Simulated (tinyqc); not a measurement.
A ladder of methods, and size consistency: correlation methods against full CI in the sto-6g basis, for HF, spin multiplicity 1. Computed by the program tinyqc with PySCF. 

Geometry (angstrom):
```
atom       x       y       z
F     0.0000  0.0000  0.0000
H     0.0000  0.0000  1.1520
```

RHF energy of one = -99.467068 hartree

All electrons correlated; +Q is the Davidson correction (1 - c0^2) E_corr. The last columns treat two copies 100 angstrom apart as one system. FCI is the lowest singlet.

Correlation energies (hartree):
```
method   E_corr of one  share of FCI (%)  E_corr of two at 100 angstrom  two minus twice one (mhartree)
MP2           -0.02992            60.911                       -0.05984                           0.000
CISD          -0.04912           100.000                       -0.09444                           3.810
CISD+Q        -0.05119           104.201                       -0.10148                           0.893
CCSD          -0.04912           100.000                       -0.09825                           0.000
CCSD(T)       -0.04912           100.000                       -0.09825                           0.000
FCI           -0.04912           100.000                              -                               -
```

MP2 recovers 61 %, CISD 100.0 % and CCSD 100.0 % of the FCI value (c0^2 = 0.958 in CISD). MP2 and coupled cluster are size consistent, so their last column vanishes; CISD loses 3.81 mhartree, since a double excitation on each copy is a quadruple of the pair, and the Davidson correction leaves +0.89. With two electrons, or one virtual orbital, CISD and CCSD are exact for one copy, so +Q overshoots there.
